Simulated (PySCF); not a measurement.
# AlO2: structure of the quartet

Where does quartet AlO2 go from a bent start, is the end point a minimum, and what are its modes, charges and moments?

The runs use PySCF 2.14.0; PBE0, basis Al def2-TZVP, O def2-TZVP, no relativity, density fitting.

### 1 Where the work starts

3 atoms, charge 0, spin multiplicity 4.

Bond lengths: Al1–O2 1.700 Å, Al1–O3 1.700 Å. Angles: O2–Al1–O3 110.0°.

Coordinates in bohr (charge 0 multiplicity 4):
```
Al    0.0000    0.0000    0.0000
O     2.6316    0.0000    1.8427
O    -2.6316    0.0000    1.8427
```

### 2 The SCF at the typed geometry

One driver script runs all steps and calls PySCF; scf.py shows how it sets up the SCF of each step. The optimiser is the driver's own. After this first run the driver tries any further starts and a stability analysis.

scf.py reads:

```python
from pyscf import gto, scf, dft
mol = gto.M(atom='''
Al     0.000000     0.000000     0.000000
O      1.392600     0.000000     0.975100
O     -1.392600     0.000000     0.975100''',
    basis={'Al': 'def2-TZVP', 'O': 'def2-TZVP'},
    charge=0, spin=3)
mf = dft.UKS(mol, xc='PBE0')
mf.grids.atom_grid = (50, 194)
aux = {'Al': 'def2-universal-JKFIT', 'O': 'def2-universal-JKFIT'}
mf = mf.density_fit(auxbasis=aux)
mf.conv_tol = 1e-08
mf.diis_space = 10
mf.max_cycle = 60
mf.init_guess = 'minao'
mf.verbose = 4
mf.kernel()
```

Command:

```sh
$ OMP_NUM_THREADS=4 python axn.py task.json out
```

Standard output:

```text
init E= -392.522478691892
[... the frontier-level lines of each cycle are left out ...]
cycle= 1 E= -392.447647087976  delta_E= 0.0748  |g|= 0.384  |ddm|= 1.33
cycle= 2 E= -392.346382817877  delta_E= 0.101  |g|= 0.654  |ddm|= 0.687
cycle= 3 E= -392.522588534276  delta_E= -0.176  |g|= 0.0243  |ddm|= 0.388
cycle= 4 E= -392.523508040598  delta_E= -0.00092  |g|= 0.00886  |ddm|= 0.0513
cycle= 5 E= -392.523587669672  delta_E= -7.96e-05  |g|= 0.00301  |ddm|= 0.0119
cycle= 6 E= -392.523598629192  delta_E= -1.1e-05  |g|= 0.00073  |ddm|= 0.00485
cycle= 7 E= -392.523600721171  delta_E= -2.09e-06  |g|= 0.000412  |ddm|= 0.00236
cycle= 8 E= -392.523601747496  delta_E= -1.03e-06  |g|= 0.000225  |ddm|= 0.00191
cycle= 9 E= -392.52360212858  delta_E= -3.81e-07  |g|= 8.35e-05  |ddm|= 0.00161
cycle= 10 E= -392.523602147693  delta_E= -1.91e-08  |g|= 0.000141  |ddm|= 0.000528
cycle= 11 E= -392.523602155641  delta_E= -7.95e-09  |g|= 5.75e-05  |ddm|= 9.19e-05
Extra cycle  E= -392.523602060603  delta_E= 9.5e-08  |g|= 0.000452  |ddm|= 0.000233
converged SCF energy = -392.523602060603  <S^2> = 3.7991474  2S+1 = 4.0244987
```

This step, with its further starts and checks, needed 24 s of wall time on 4 threads of Arm Neoverse N1, shared host.

The starts that the driver tried:

| start | energy (Eh) |
| --- | --- |
| the minimal-basis guess | -392.523602 |
| a thermally smeared density | -392.536624 |
| a smeared PBE density | -392.523602 |

The first run landed in a state that is too high. Following the other starts and the instabilities gains 74.7 kJ/mol (-392.55205 Eh), and the work goes on from there.

### 3 Relaxation: bent start, quartet

The program finds C2v symmetry in the start, which this walk keeps. Threshold on the gradient: 0.0003 Eh/bohr, with a further test on the energy change.

scf.py: that of step 2 with these lines changed.

```diff
@@ -3,3 +3,3 @@
-Al     0.000000     0.000000     0.000000
-O      1.392600     0.000000     0.975100
-O     -1.392600     0.000000     0.975100''',
+Al     0.000000     0.000000    -0.528956
+O      1.392600     0.000000     0.446144
+O     -1.392600     0.000000     0.446144''',
@@ -15 +14,0 @@
-mf.init_guess = 'minao'
```

Steps of the walk:

| step | energy (Eh) | change (kJ/mol) | largest symmetric gradient (Eh/bohr) |
| --- | --- | --- | --- |
| 0 | -392.552052 | 0.00 | 0.03052 |
| 1 | -392.554666 | -6.86 | 0.00284 |
| 2 | -392.554718 | -7.00 | 0.00065 |
| 3 | -392.554728 | -7.02 | 0.00066 |
| 4 | -392.554732 | -7.03 | 0.00046 |
| 5 | -392.554732 | -7.04 | 0.00011 |

The walk took 12 s.

Positions (Å) and forces (eV/Å) along the way:

```
step 0
Al   0.000   0.000  -0.529   0.000   0.000  -1.569
O    1.393   0.000   0.446   1.128  -0.001   0.785
O   -1.393   0.000   0.446  -1.128   0.001   0.785
step 1
Al   0.000   0.000  -0.552   0.000   0.000  -0.138
O    1.427   0.000   0.458   0.146  -0.001   0.069
O   -1.427   0.000   0.458  -0.146   0.001   0.069
step 3
Al   0.000   0.000  -0.548   0.000   0.000   0.034
O    1.441   0.000   0.456  -0.002   0.000  -0.017
O   -1.441   0.000   0.456   0.002   0.000  -0.017
step 5
Al   0.000   0.000  -0.544   0.000   0.000   0.006
O    1.445   0.000   0.453  -0.004   0.000  -0.003
O   -1.445   0.000   0.453   0.004   0.000  -0.003
```

It settles in C2v symmetry, 7.0 kJ/mol below the start, after 5 steps: Al–O 1.756 Å (×2); O–Al–O 110.8°.

### 4 Is it a minimum? Harmonic modes

On the finer grid the gradient is checked again; gradients at displacements of ±0.02 bohr then give force constants and infrared intensities.

scf.py: that of step 3 with these lines changed.

```diff
@@ -3,3 +3,3 @@
-Al     0.000000     0.000000    -0.528956
-O      1.392600     0.000000     0.446144
-O     -1.392600     0.000000     0.446144''',
+Al     0.000000     0.000000    -0.540908
+O      1.445352     0.000000     0.456224
+O     -1.445352     0.000000     0.456224''',
@@ -9 +9 @@
-mf.grids.atom_grid = (50, 194)
+mf.grids.atom_grid = (75, 302)
@@ -12 +12 @@
-mf.conv_tol = 1e-08
+mf.conv_tol = 1e-10
```

The driver hands on the density of the step before, so the log starts near convergence.

Log of the central SCF (cycles and frontier levels):

```text
init E= -392.554798131813
[... the frontier-level lines of each cycle are left out ...]
cycle= 1 E= -392.554798131813  delta_E= -7.96e-13  |g|= 3.55e-07  |ddm|= 9.63e-07
Extra cycle  E= -392.554798131815  delta_E= -1.76e-12  |g|= 2.7e-07  |ddm|= 7.34e-07
converged SCF energy = -392.554798131815  <S^2> = 3.7581873  2S+1 = 4.0040916
```

The whole step took 39 s.

Geometry: C2v; Al–O 1.756 Å (×2); O–Al–O 110.8°.

Harmonic modes (main isotopes):

```csv
ω (cm⁻¹),IR (km/mol),μ (u),type
195,28.8,17.74,bend
715,53.6,18.22,stretch
778,65.9,19.54,stretch
```

No imaginary mode, so this is a minimum.

Here the density breaks the symmetry of the frame, and no labels are given.

Properties at this point:

* Dipole moment: 2.21 D
* Highest occupied level: -6.94 eV
* Lowest empty level: -5.12 eV
* Rotational constants: 1.158, 0.2523, 0.2071 cm⁻¹
* Zero-point energy: 10.1 kJ/mol
* Principal polarisabilities: 31.9, 36.5, 39.7 bohr³
* Atomisation energy without zero-point energy: 705 kJ/mol
* Principal traceless quadrupole moments about the centre of mass: -6.30, 1.52, 4.77 D Å
* Entropy at 298.15 K and 1 bar (electronic part: spin only): 272.1 J/(mol K)
* Heat capacity Cp at 298.15 K: 47.2 J/(mol K)
* Enthalpy at 298.15 K above 0 K: 11.91 kJ/mol
* Rotational symmetry number: 2
* Spin squared ⟨S²⟩: 3.758

Charges (e) and bond orders:

```json
{"atom": "Al1", "Mulliken": "0.53", "Löwdin": "0.04", "polar tensor": "0.85", "spin (Mulliken)": "0.89", "Mayer order to Al1": "–"}
{"atom": "O2,3", "Mulliken": "-0.27", "Löwdin": "-0.02", "polar tensor": "-0.43", "spin (Mulliken)": "1.05", "Mayer order to Al1": "1.13"}
```

Mulliken populations on Al1: s 5.16, p 6.93, d 0.32, f 0.07.

### 5 Outcome

| quantity | value |
| --- | --- |
| minimum | quartet, C2v |
| geometry | Al–O 1.756 Å (×2); O–Al–O 110.8° |
| wavenumbers (cm⁻¹) | 195, 715, 778 |
| dipole moment | 2.21 D |
| highest occupied, lowest empty level (either spin) | -6.94, -5.12 eV |
| polar-tensor charge of Al1 | +0.85 e |
| zero-point energy | 10.1 kJ/mol |
| entropy at 298.15 K | 272.1 J/(mol K) |
| atomisation energy (no zero-point energy) | 705 kJ/mol |
| ⟨S²⟩ | 3.758 |

What this shows: The bent start keeps its C2v symmetry and ends in a minimum. In the infrared the band at 778 cm⁻¹ (stretch) leads. The first SCF alone would have been 75 kJ/mol too high. Only this shape and spin were tried, so other structures or states may lie lower. The SCF density has lower symmetry than the nuclear frame.

The search up to here took 75 s.
